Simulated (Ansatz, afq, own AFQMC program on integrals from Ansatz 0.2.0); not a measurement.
AFQMC on a folder of integrals that Ansatz 0.2.0 wrote.

```yaml
crystal:
  periodic: [false, false, false]
  atoms:
    - {symbol: Ge, position_ang: [0.000067, -0.000006, -0.037328]}
    - {symbol: H, position_ang: [2.919757, 0.033659, 0.901978]}
    - {symbol: H, position_ang: [-1.491332, 2.513358, 0.893668]}
    - {symbol: H, position_ang: [-1.433267, -2.546613, 0.894533]}
basis:
  gaussian: {orbitals: 6-31G}
magnetization: {spin_polarized: false, initial_magnetization: 1}
correlation: {method: ccsd_t, electrons: outside_noble_gas, hamiltonian_folder: ham}
```

```sh
$ ansatz run in.yaml --threads 1 --pin off --events-out ev --progress --plain --max-ram 16896MiB --backend cuda --devices 0, --max-vram 18GiB
```

afq runs on the folder ham with

```
--method phaseless --trial cisd --walkers 4000 --populations 20 --least-time 60 --time-step 0.005 --steps-per-block 50 --equilibration-blocks 40 --max-blocks 4000 --target-error 0.00032 --factor-cut 1e-05 --start spin_pure --seed 1685 --release-times 0.24,0.51,0.99,1.62,2.4 --release-step 0.03 --release-every 3 --taylor-order 6
```

Times are imaginary, in 1/Eh. The walk had a cap of 122 s. With eight or more populations the least sampling time is a fifth of least-time, and the error comes from their spread. Filled inner d shells are frozen with the cores.

Output of the walk:

```
orbitals 21  electrons 4 3  factors 129 of 358
reference energy -2076.30571794 Eh
CCSD correlation -0.23532050 Eh in 28 cycles, weight of the determinant in the CISD state 0.4315
energy of the start -2076.541045 Eh
 block  time / (1/Eh)  mean weight  energy / Eh
     1     0.250  0.9999  -2076.534582
     2     0.500  0.9997  -2076.530506
     3     0.750  0.9998  -2076.528166
     4     1.000  1.0000  -2076.526566
     5     1.250  1.0000  -2076.525371
     9     2.250  1.0001  -2076.524162
    15     3.750  0.9999  -2076.527102
    23     5.750  1.0001  -2076.528073
    31     7.750  1.0000  -2076.529301
    39     9.750  1.0001  -2076.528882
    45    11.250  1.0000  -2076.533110
    47    11.750  1.0000  -2076.531155
    55    13.750  1.0000  -2076.528827
    63    15.750  0.9997  -2076.528471
    71    17.750  1.0002  -2076.529018
    79    19.750  1.0003  -2076.527038
    87    21.750  1.0001  -2076.524323
    95    23.750  1.0002  -2076.527783
   103    25.750  1.0000  -2076.525752
   109    27.250  1.0001  -2076.529098
error from the spread of 20 populations
released: time / (1/Eh)  energy / Eh  error  mean overlap
  0.24  -2076.528502  0.000365  0.9998
  0.51  -2076.530225  0.001412  1.0006
  0.99  -2076.529888  0.000243  1.0014
  1.62  -2076.531524  0.000423  1.0039
  2.40  -2076.542262  0.010401  1.0075
energy -2076.528093 +/- 0.000248 Eh
(rows thinned)
```

The run passed its tests (sampling time, drift between the halves within three errors, error under three times the target), which doesn't prove that it has relaxed. The second half of the sampling lies above the first by 2.9 errors of their difference, so the energy may still be moving and its error bar be too small.

Against this walk (error 6.7 meV) on the same determinant: CCSD(T) 849.3 meV lower, CCSDT(Q) 227.5 meV lower, CCSDTQ 271.8 meV lower, full CI 269.3 meV lower. The error is statistical and leaves out the bias of the constraint. The released energies have errors that jump between times, so the bars are unsure (meV from the phaseless value at times in 1/Eh: -11 ± 10 at 0.24, -58 ± 38 at 0.51, -49 ± 7 at 0.99, -93 ± 12 at 1.62, -386 ± 283 at 2.40), so they give no level; they do show a bias of the constraint, and the last of them that isn't too noisy lies 176 meV above full CI. Full CI is exact here, so the walk's 269 meV above it is the walk's own error: the bias of the constraint with this trial, or a walk that hasn't relaxed. It lies above even CCSD, by 352 meV. The determinant is a poor start (see the cautions), so the low cluster orders aren't to be relied on, and full CI is the sure value.

Cautions: constraint bias not in the error; no relativity below Rb; no spin-orbit coupling; inner d shell frozen; a spin-contaminated unrestricted determinant lies lower (UHF 5.06 eV lower, ⟨S²⟩ 2.51); the search met a lower determinant of the same kind, perhaps of another symmetry (1.46 eV lower), and this one is a saddle point; strong correlation (T1 0.109, weight of the determinant 0.43, largest double 0.43); (T) is large, 8 % of the CCSD correlation; (Q) is large, 148 meV, so the cluster series hasn't closed; CCSD(T) is in doubt: in a space of 7 electrons in 8 natural orbitals full CI lies 609 meV above it; the CCSDT(Q) amplitudes may be one of several solutions (largest double 0.37); the CCSDTQ amplitudes may be one of several solutions (largest double 0.33).

The walk took 30 s on 1 × NVIDIA H100 80GB HBM3 with 2 threads of AMD EPYC 7R13 Processor (Zen 3), on a shared host (the card was shared). The log's last line is the phaseless energy.

CCSDT and higher add their correlation energy to the determinant of the CCSD(T) run, since their own runs factorise the integrals more tightly (a shift of under 2 meV). A walk keeps the symmetry of its determinant, which the program's search chose and which needn't be the lowest solution, so a lower state of the same spin and another symmetry isn't excluded.
